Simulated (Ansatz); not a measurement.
**Relaxing Rb3Ag**

Computed with DFT r2SCAN, scalar-relativistic, plane waves, PAW (Ansatz). Cutoff 500 eV, Γ-centred k mesh, Gaussian smearing, no spin polarisation in the final step.

A relaxed cell is given with its space group left out.

```xyz
4
Lattice="6.0572 0.0000 0.0000 0.0000 6.0572 0.0000 0.0000 0.0000 6.0572" Properties=species:S:1:pos:R:3 pbc="T T T"
Rb    0.0000    3.0286    3.0286
Rb    3.0286    0.0000    3.0286
Rb    3.0286    3.0286    0.0000
Ag    0.0000    0.0000    0.0000
```

Energies over the elements count from the elements' standard structures at the same level, with no empirical corrections.

Problem. What space group does it have?

Solution. Pm-3m (No. 221). Conventional cell: a = 6.057 Å. Rb has 4 Ag at 4.28 Å and 8 Rb at 4.28 Å; around Ag lie 12 Rb at 4.28 Å.

Problem. How far does it lie from the elements in energy?

Solution. 0.18 eV/atom.

Problem. Is it a metal?

Solution. Yes, bands cross the Fermi level on the 8×8×8 mesh.

The final run used a 8×8×8 mesh on its 4-atom cell and 0.10 eV smearing. For metals, differences of a few meV/atom aren't resolved.

Cost: 2 runs of about 3.9 core-minutes in all, on Arm Neoverse N1 (shared hosts).